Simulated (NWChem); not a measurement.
Molecule: ethane (C$_{2}$H$_{6}$); SMILES CC

```xyz
8

C      0.0000     0.0000     0.7596
C      0.0000     0.0000    -0.7596
H     -0.7240     0.7240     1.1652
H      0.9890     0.2650     1.1652
H     -0.2650    -0.9890     1.1652
H     -0.9890    -0.2650    -1.1652
H      0.7240    -0.7240    -1.1652
H      0.2650     0.9890    -1.1652
```
Atoms are numbered in this order, from 1.

Results from NWChem. Geometry optimised at PBE0/def2-SVP; all other runs use it. 

```csv
quantity,level,value
"vertical, lowest excitation, singlet (eV)","PBE0/def2-SVPD, TDA",9.08
−ε(HOMO) (eV),PBE0/def2-SVP,9.48
cavity-dispersion-structure term (kcal/mol) in n-hexane,"PBE0/def2-SVP, SMD",[?]
"anisotropy (bohr³), static",PBE0/def2-SVPD,3.6
highest harmonic frequency (cm⁻¹),PBE0/def2-SVP,[?]
```

Complete the blanks.


- cavity-dispersion-structure term (kcal/mol) in n-hexane, value: -1.2
- highest harmonic frequency (cm⁻¹), value: 3155
